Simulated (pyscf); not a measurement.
## Four-centre exchange: `[SnH4]` + `[ClH]` -> `[Cl][SnH3]` + `[H][H]`

Gas phase, singlet surface, charge 0. Bonds broken: Sn1–H2, Cl6–H7. Bonds formed: Sn1–Cl6, H2–H7. Optimised with ωB97X-D3(BJ)/def2-SVP in PySCF.

Transition state (Å):

```xyz
7

Sn    -0.1526     0.2911    -0.4371
H     -1.7661    -0.8477    -0.2873
H      0.1296     1.2582     0.9221
H     -1.1296     1.1771    -1.5482
H      1.1225    -0.4201    -1.2919
Cl     0.0046    -1.8768     1.2698
H     -1.2760    -1.3697     0.3234
```

One imaginary mode, 1141i cm⁻¹; descent along it reached the two sides named.

```tsv
bond	change	reactant side (Å)	saddle	product side
Sn1–H2	breaks	1.710	1.981	4.3
Cl6–H7	breaks	1.284	1.671	2.9
Sn1–Cl6	forms	3.7	2.8	2.351
H2–H7	forms	2.7	0.941	0.761
```

Electronic energies relative to the separated reactants (kJ/mol):

```csv
level,barrier,reaction energy,reverse barrier
ωB97X-D3(BJ)/def2-TZVP,113.6,-84.1,197.7
PBE/def2-TZVP,96.1,-69.3,165.4
r²SCAN/def2-TZVP,100.5,-75.8,176.3
B3LYP-D3(BJ)/def2-TZVP,110.1,-74.6,184.7
PBE0-D3(BJ)/def2-TZVP,106.0,-70.1,176.1
M06-2X/def2-TZVP,102.9,-92.0,194.9
ωB97M-D3(BJ)/def2-TZVP,125.6,-67.2,192.9
HF/def2-TZVP,176.4,-68.9,245.3
```

With ωB97M-D3(BJ)/def2-TZVP energies and thermal terms (ideal gas, 1 atm, RRHO with modes under 100 cm⁻¹ raised to 100, one conformer, R ln 2 for chiral ones without a mode under 150 cm⁻¹), in kJ/mol:

| T (K) | ΔH‡ | ΔG‡ | ΔH | ΔG |
|---|---|---|---|---|
| 298 | 123.5 | 156.2 | -69.7 | -67.0 |
| 600 | 123.0 | 189.6 | -66.9 | -65.5 |
| 900 | 124.3 | 222.7 | -65.2 | -65.2 |
| 1200 | 126.0 | 255.3 | -64.4 | -65.3 |

This is the saddle that the search found; another between the same sides may lie lower. Elements past Kr carry the def2 core potentials, without spin-orbit coupling.
